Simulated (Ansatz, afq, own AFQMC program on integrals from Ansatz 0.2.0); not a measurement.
AFQMC on a folder of integrals that Ansatz 0.2.0 wrote.

```yaml
crystal:
  periodic: [false, false, false]
  atoms:
    - {symbol: C, position_ang: [0.000000, 0.000000, 1.465561]}
    - {symbol: Se, position_ang: [0.000000, 0.000000, -0.274966]}
    - {symbol: H, position_ang: [0.000000, 0.924142, 2.038253]}
    - {symbol: H, position_ang: [0.000000, -0.924142, 2.038253]}
basis:
  gaussian: {orbitals: cc-pVDZ}
magnetization: {spin_polarized: false}
correlation: {method: ccsd_t, electrons: outside_noble_gas, hamiltonian_folder: ham}
```

```sh
$ ansatz run in.yaml --threads 1 --pin off --events-out ev --progress --plain --max-ram 1382MiB
```

Options of the walk:

```
--method phaseless --trial hf --walkers 120 --populations 1 --least-time 40 --time-step 0.005 --steps-per-block 20 --equilibration-blocks 112 --max-blocks 600 --target-error 0.00126 --factor-cut 1e-05 --seed 4282 --taylor-order 6
```

Times are imaginary, in 1/Eh. The walk had a cap of 513 s. Filled inner d shells are frozen with the cores.

Output of the walk:

```
orbitals 36  electrons 6 6  factors 290 of 547
reference energy -2438.80215286 Eh
CCSD correlation -0.27710248 Eh in 10 cycles, weight of the determinant in the CISD state 0.8607
energy of the start -2438.802153 Eh
 block  time / (1/Eh)  mean weight  energy / Eh
     1     0.100  1.0017  -2438.859804
     2     0.200  1.0023  -2438.905112
     3     0.300  1.0018  -2438.937790
     4     0.400  1.0016  -2438.967536
     5     0.500  1.0014  -2439.001416
    10     1.000  1.0004  -2439.044413
    86     8.600  1.0005  -2439.115965
   171    17.100  0.9972  -2439.080099
   256    25.600  1.0003  -2439.081261
   341    34.100  1.0020  -2439.048028
   426    42.600  1.0031  -2439.113621
   511    51.100  0.9996  -2439.068753
   596    59.600  1.0016  -2439.066487
   647    64.700  0.9990  -2439.033233
   681    68.100  0.9982  -2439.104996
   698    69.800  1.0012  -2439.150071
blocks merged  error / Eh  count
     1  0.000914  600
     2  0.001225  300
     4  0.001617  150
     8  0.002043  75
    16  0.002227  37
    32  0.002679  18
    64  0.001990  9
energy -2439.084959 +/- 0.002679 Eh
(rows thinned)
```

The run passed its tests (sampling time, drift between the halves within three errors, error under three times the target), which doesn't prove that it has relaxed. The second half of the sampling lies below the first by 1.5 errors of their difference, so the energy may still be moving and its error bar be too small.

Against this walk (error 72.9 meV) on the same determinant: CCSD(T) 141.7 meV lower (within the noise), CCSDT(Q) 183.2 meV lower, a separate phaseless walk with a CISD trial and standard settings 131.4 ± 74.2 meV lower (within the noise). The error is statistical and leaves out the bias of the constraint.

Cautions: constraint bias not in the error; error above the target (72.9 against 34.3 meV); no relativity below Rb; no spin-orbit coupling; inner d shell frozen; higher spins were not checked; restricted determinant unstable towards unrestricted (UHF 173 meV lower, ⟨S²⟩ 0.43).

The walk took 120 s on 1 thread of Intel(R) Xeon(R) Platinum 8488C (Sapphire Rapids), on a shared host. The log's last line is the phaseless energy.

CCSDT and higher add their correlation energy to the determinant of the CCSD(T) run, since their own runs factorise the integrals more tightly (a shift of under 2 meV). A walk keeps the symmetry of its determinant, which the program's search chose and which needn't be the lowest solution, so a lower state of the same spin and another symmetry isn't excluded.
